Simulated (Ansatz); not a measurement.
Relaxation of H$_{4}$OSi (6 atoms, charge 0, multiplicity 1), to a largest force component of 0.03 eV/Å in at most 50 steps.

Computed with RKS PBE0-D4/6-31G* (Ansatz 0.2.0).

```xyz
6
Properties=species:S:1:pos:R:3
Si -0.119 0.063 -0.903
O 1.142 0.189 1.656
H 0.793 -0.637 2.023
H 1.780 -0.106 0.964
H -1.123 1.183 -0.648
H -1.054 -0.973 -0.273
```

**Question.** Where does it end, and by what steps?

**Answer.** It converged. After 7 steps the energy has fallen by 0.552 eV; H3 moved furthest, 0.58 Å. Joined: Si1–O2 (2.86 → 2.08 Å).

```json
{"step": "0", "energy less start (eV)": "0.0000", "largest force component (eV/Å)": "1.192", "accepted": "yes"}
{"step": "1", "energy less start (eV)": "-0.1551", "largest force component (eV/Å)": "1.636", "accepted": "yes"}
{"step": "2", "energy less start (eV)": "-0.3247", "largest force component (eV/Å)": "1.834", "accepted": "yes"}
{"step": "3", "energy less start (eV)": "-0.4923", "largest force component (eV/Å)": "0.937", "accepted": "yes"}
{"step": "4", "energy less start (eV)": "-0.5295", "largest force component (eV/Å)": "0.224", "accepted": "yes"}
{"step": "5", "energy less start (eV)": "-0.5469", "largest force component (eV/Å)": "0.106", "accepted": "yes"}
{"step": "6", "energy less start (eV)": "-0.5508", "largest force component (eV/Å)": "0.067", "accepted": "yes"}
{"step": "7", "energy less start (eV)": "-0.5516", "largest force component (eV/Å)": "0.025", "accepted": "yes"}
```

```xyz
6
Properties=species:S:1:pos:R:3
Si 0.006 0.094 -0.736
O 0.972 0.184 1.104
H 0.439 -0.237 1.794
H 1.801 -0.312 1.046
H -1.004 1.094 -0.185
H -0.794 -1.105 -0.204
```

Whether the end is a true minimum wasn't checked by a vibrational analysis.

The run took 10 s on 1 thread of Intel(R) Xeon(R) Platinum 8259CL CPU @ 2.50GHz (Skylake/Cascade Lake), with other jobs on the host, peak memory 0.12 GiB.
